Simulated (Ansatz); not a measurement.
**PH₂+ (triplet): from Hartree-Fock to the top rungs, cc-pVDZ**

How much of the correlation energy of PH₂+ (triplet) does each wave-function method recover here?

Computed with Ansatz 0.2.0, Gaussian basis. Level: cc-pVDZ, core rule «outside noble gas», up to 5 orbitals frozen.

To be run: UHF; CCSD(T) on ROHF; CCSD(T) on UHF; BCCD(T) on ROHF; CISD; CCSDT(Q) on ROHF; CCSDT(Q) on UHF; CISDTQ; CCSDTQ on ROHF; CASSCF and MRCISD+Q, 6 electrons in 6 orbitals; CASSCF and NEVPT2, 6 electrons in 6 orbitals; Full CI; Full CI, several states.

18 further runs of the same task are left out: 5 that didn't finish, 13 set aside as unsound or not needed.

## Step 1: The system

The geometry is a PBE0/def2-TZVP stationary point (not a proven minimum).

3 atoms, charge 1, spin multiplicity 3.

Atoms are counted from 1 here; the program's logs count them from 0.

Bond lengths: P1–H2 1.416 Å, P1–H3 1.416 Å. Angles: H2–P1–H3 122.2°.

## Step 2: UHF

Input file in.yaml:

```yaml
crystal:
  periodic: [false, false, false]
  atoms:
    - {symbol: P, position_ang: [0.000000, -0.041813, 0.000000]}
    - {symbol: H, position_ang: [0.000000, 0.642452, -1.239718]}
    - {symbol: H, position_ang: [0.000000, 0.642452, 1.239718]}
basis:
  gaussian: {orbitals: cc-pVDZ}
total_charge: 1
magnetization: {spin_polarized: true, initial_magnetization: 2}
hamiltonian: {xc: hf}
output: {orbitals: {seedname: orbitals}}
```

On the command line:

```bash
$ ansatz run in.yaml --threads 1 --pin off --events-out ev --progress --plain --max-ram 2393MiB
```

After this run come: CCSD(T) on ROHF; CCSD(T) on UHF; BCCD(T) on ROHF; CISD; CCSDT(Q) on ROHF; CCSDT(Q) on UHF; CISDTQ; CCSDTQ on ROHF; CASSCF and MRCISD+Q, 6 electrons in 6 orbitals; CASSCF and NEVPT2, 6 electrons in 6 orbitals; Full CI; Full CI, several states.

**Question.** What will the summary of the whole plan be? Wanted: FCI below the RHF energy; RMP2 from FCI; UMP2 from FCI; RCCSD from FCI; RCCSD(T) from FCI; UCCSD(T) from FCI; RCCSDT(Q) from FCI; UCCSDT(Q) from FCI; NEVPT2 valence from FCI.

**Answer**, as computed:

| quantity | value |
| --- | --- |
| FCI below the RHF energy | -2.9539 eV |
| RMP2 from FCI | +696.9 meV |
| UMP2 from FCI | +693.5 meV |
| RCCSD from FCI | +76.6 meV |
| RCCSD(T) from FCI | +18.4 meV |
| UCCSD(T) from FCI | +17.8 meV |
| RCCSDT(Q) from FCI | +0.2 meV |
| UCCSDT(Q) from FCI | -0.2 meV |
| NEVPT2 valence from FCI | +548.6 meV |
| MRCISD+Q valence from FCI | +7.0 meV |
| levels within 1 kcal/mol (43 meV) | RCCSD(T), UCCSD(T), BCCD(T), RCCSDT, UCCSDT, CISDTQ, RCCSDT(Q), UCCSDT(Q), RCCSDTQ, MRCISD+Q valence |
| T1 diagnostic | 0.020 |
| effectively unpaired electrons | 2.03 |

In words: RCCSD(T) misses by +18.4 meV, 0.6 % of the correlation energy. One determinant dominates. Of the multireference levels listed MRCISD+Q valence comes nearest in total energy (+7.0 meV), which doesn't show that its space is the better one. The next state among those solved, a triplet, lies 5.03 eV up. These misses are within one basis, not against nature; the frozen cores of restricted and unrestricted runs differ, which can shift their rows.
